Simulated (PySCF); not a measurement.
Calculation: PBE0-D4/def2-TZVP (PySCF). All species are isolated molecules in the gas phase. One relaxed conformer stands for a flexible species; it need not be the lowest. 

Reference species (SMILES): `[C]#N` (neutral, multiplicity 2).

```json
{
 "highest_occupied_spin_orbital": "-10.83 eV"
}
```

Changed species: `O=C(O)[SiH2]` (radical fragment; the reference has radical fragment).

Question: Predict the effect on the highest occupied spin orbital.

Answer: the highest occupied spin orbital rises by 4.17 eV, to -6.66 eV.
